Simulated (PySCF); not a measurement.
Species: C₅H₇F.
Bonds: C1–C2 (double), C2–C3, C3–C4 (double), C3–C5, C5–F6. Hydrogens: H7, H8 on C1; H9 on C2; H10, H11 on C4; H12, H13 on C5.

Vertical excitations from PySCF (density fitting, frozen core in the response, grid level 2 and gas phase unless stated; continuum runs use non-equilibrium linear response for the excitations) on a GFN2-xTB geometry. Reference run:

```
                                 settings    S1, eV (f)    S2, eV (f)    S3, eV (f)    S4, eV (f)    S5, eV (f)    S6, eV (f)  T1, eV (Tamm–Dancoff)  mean α (au)
wB97X-D/def2-SVPD, full TDDFT, 8 singlets  5.98 (0.638)  7.11 (0.004)  7.18 (0.000)  7.42 (0.003)  7.64 (0.050)  7.74 (0.011)                   3.41         65.0
```

What do these settings give: (1) PBE0/def2-SVPD, full TDDFT, 12 singlets; (2) revPBE/6-31G*, IEF-PCM dimethylsulfoxide, start guess huckel, full TDDFT, 6 singlets?

```json
{"settings": "PBE0/def2-SVPD, full TDDFT, 12 singlets", "S1, eV (f)": "5.88 (0.598)", "S2, eV (f)": "6.74 (0.003)", "S3, eV (f)": "6.92 (0.000)", "S4, eV (f)": "6.93 (0.002)", "S5, eV (f)": "7.17 (0.020)", "S6, eV (f)": "7.25 (0.018)", "T1, eV (Tamm–Dancoff)": "3.24", "mean α (au)": "65.0"}
{"settings": "revPBE/6-31G*, IEF-PCM dimethylsulfoxide, start guess huckel, full TDDFT, 6 singlets", "S1, eV (f)": "5.67 (0.611)", "S2, eV (f)": "5.95 (0.019)", "S3, eV (f)": "6.01 (0.001)", "S4, eV (f)": "6.85 (0.009)", "S5, eV (f)": "7.33 (0.000)", "S6, eV (f)": "7.78 (0.001)", "T1, eV (Tamm–Dancoff)": "3.31", "mean α (au)": "72.1"}
```

(1) S1 moves by -0.10 eV (PBE0 has 25 % exact exchange, wB97X-D range-separated exact exchange). (2) S1 moves by -0.31 eV; functional, basis and environment change together, so the shift can't be laid on one. States are counted by energy in each run and needn't keep their character from row to row.

All basis functions are spherical, in the Pople sets too.

Which orbital pairs make up S1 in each run, and how does it sit against the orbital gap?

| settings | S1 configurations (weight) | S1 (eV) | orbital gap (eV) | S1 − gap (eV) |
| --- | --- | --- | --- | --- |
| wB97X-D/def2-SVPD, full TDDFT, 8 singlets | H→L 0.98 | 5.98 | 9.53 | -3.55 |
| PBE0/def2-SVPD, full TDDFT, 12 singlets | H→L 0.97 | 5.88 | 6.00 | -0.12 |
| revPBE/6-31G*, IEF-PCM dimethylsulfoxide, start guess huckel, full TDDFT, 6 singlets | H→L 0.95 | 5.67 | 4.18 | +1.49 |

The species at its GFN2-xTB geometry (one conformer only).

Shape of the structure used: `[CH2:1]=[CH:2][C:3](=[CH2:4])[CH2:5][F:6]`: C1–C2–C3–C4 180°, C2–C3–C5–F6 180°.
